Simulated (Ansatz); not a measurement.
**BF₂ (doublet): wave-function methods side by side, cc-pVDZ**

How much of the correlation energy of BF₂ (doublet) does each wave-function method recover here?

Method: cc-pVDZ, core rule «outside noble gas», up to 3 orbitals frozen; program: Ansatz 0.2.0, Gaussian basis.

The runs, in order: UHF; CCSD(T) on ROHF; CCSD(T) on UHF; BCCD(T) on ROHF; CISD; CCSDT(Q) on ROHF; CCSDT(Q) on UHF; CASSCF and MRCISD+Q, 13 electrons in 10 orbitals; CASSCF and NEVPT2, 13 electrons in 10 orbitals.

29 further runs of the same task are left out: 3 for a known fault of the program, 13 that didn't finish, 13 set aside as unsound or not needed.

### 1 The geometry

The geometry is a PBE0/def2-TZVP stationary point (not a proven minimum) of the parent state, kept for this charge and spin.

3 atoms, charge 0, spin multiplicity 2.

Atoms are counted from 1 here; the program's logs count them from 0.

Bond lengths: B1–F2 1.470 Å, B1–F3 1.470 Å. Angles: F2–B1–F3 82.4°.

### 2 UHF

The input, in.yaml:

```yaml
crystal:
  periodic: [false, false, false]
  atoms:
    - {symbol: B, position_ang: [0.000000, -0.860948, 0.000000]}
    - {symbol: F, position_ang: [0.000000, 0.244960, -0.967951]}
    - {symbol: F, position_ang: [0.000000, 0.244960, 0.967951]}
basis:
  gaussian: {orbitals: cc-pVDZ}
magnetization: {spin_polarized: true, initial_magnetization: 1}
hamiltonian: {xc: hf}
output: {orbitals: {seedname: orbitals}}
```

Launch:

```
$ ansatz run in.yaml --threads 1 --pin off --events-out ev --progress --plain --max-ram 2393MiB
```

The runs that follow: CCSD(T) on ROHF; CCSD(T) on UHF; BCCD(T) on ROHF; CISD; CCSDT(Q) on ROHF; CCSDT(Q) on UHF; CASSCF and MRCISD+Q, 13 electrons in 10 orbitals; CASSCF and NEVPT2, 13 electrons in 10 orbitals.

Q: Predict the results of all the runs planned. Wanted: UCCSDT(Q) below the RHF energy; RMP2 from UCCSDT(Q); UMP2 from UCCSDT(Q); RCCSD from UCCSDT(Q); RCCSD(T) from UCCSDT(Q); UCCSD(T) from UCCSDT(Q); RCCSDT(Q) from UCCSDT(Q); NEVPT2 valence from UCCSDT(Q); MRCISD+Q valence from UCCSDT(Q).

As calculated:

| quantity | value |
| --- | --- |
| UCCSDT(Q) below the RHF energy | -12.5135 eV |
| RMP2 from UCCSDT(Q) | +11.43 kcal/mol |
| UMP2 from UCCSDT(Q) | +11.20 kcal/mol |
| RCCSD from UCCSDT(Q) | +7.59 kcal/mol |
| RCCSD(T) from UCCSDT(Q) | +1.33 kcal/mol |
| UCCSD(T) from UCCSDT(Q) | +1.33 kcal/mol |
| RCCSDT(Q) from UCCSDT(Q) | +0.22 kcal/mol |
| NEVPT2 valence from UCCSDT(Q) | +22.78 kcal/mol |
| MRCISD+Q valence from UCCSDT(Q) | +2.54 kcal/mol |
| levels within 1 kcal/mol (43 meV) | RCCSDT, UCCSDT, RCCSDT(Q) |
| T1 diagnostic | 0.023 |
| effectively unpaired electrons | 1.02 |

**Reading.** RCCSD(T) misses by +1.33 kcal/mol, 0.5 % of the correlation energy. One determinant dominates. Of the multireference levels listed MRCISD+Q valence comes nearest in total energy (+2.54 kcal/mol), which doesn't show that its space is the better one. These misses are within one basis, not against nature; the frozen cores of restricted and unrestricted runs differ, which can shift their rows.
